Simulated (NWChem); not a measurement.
**Correlation energy of CS**

```
C
S 1 1.5389
```
Charge 0, spin multiplicity 1.

All runs are NWChem calculations. Structure: optimised with B3LYP/def2-SVP, a minimum by its harmonic frequencies.

Basis set: def2-TZVP. Each correlation energy counts from its own Hartree-Fock reference.

The correlated methods keep 6 core orbitals frozen. The structure started from a generated list of species. Coupled-cluster values serve here as a point of comparison, not as the truth.

**Question.** For the correlation energy, SCS-MP2 gives -295.9 mHa and MP2 gives -300.1 mHa. What do CCSD(T), CCSD+T(CCSD), CR-CCSD(T) give?

**Answer.** CCSD(T): -338.4 mHa; CCSD+T(CCSD): -340.1 mHa; CR-CCSD(T): -333.6 mHa.
